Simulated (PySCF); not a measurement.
A search over the determinants of AlF⁺

Unrestricted PBE0; PySCF, no relativity, basis sets Al def2-TZVP, F def2-TZVP. Outer shells of the fragments: Al+ 3s2; F 2s2 2p5.

Followed along the bond (rough minima from three points):

```csv
2Ms+1,unpaired,⟨S²⟩ at the start,R at minimum (Å),Te (eV)
2,σ ↑,0.76,1.61,0.00
4,"σ ↑, π ↑↑",3.75,none in the scan,≤ 7.19
```

Solutions found at the starting distance of 1.910 Å, counted from the lowest of them; the search is not exhaustive and high or unbound solutions are not listed, so other states can lie among these:

```tsv
2Ms+1	unpaired	term	E (eV)	⟨S²⟩	⟨Lz²⟩	μ (D)
2	σ ↑	²Σ⁺	0.00	0.76	0.00	-6.62
2	π ↑	²Π	2.91	0.75	1.00	-1.05
2	π ↑	²Π	4.94	0.85	1.00	-6.57
4	σ ↑, π ↑↑	mixed	6.35	3.75	2.01	-1.58
4	σ ↑, π ↑↑	mixed	6.47	3.75	2.01	-1.49
4	σ ↑↑, π ↑	⁴Π	7.61	3.75	1.00	-1.74
4	σ ↑↑, π ↑	⁴Π	8.22	3.75	1.01	-0.86
4	σ ↑↑↑	⁴Σ⁺	9.36	3.75	0.00	-0.96
```

A term symbol is given only where ⟨S²⟩ and ⟨Lz²⟩ are close to those of a pure state; real π, δ and φ orbitals otherwise mix terms. A positive dipole points towards F; it is taken about the centre of mass and depends on that origin.

Counting both spins, an empty level lies below a filled one in some of these solutions, because spin and occupation are held.
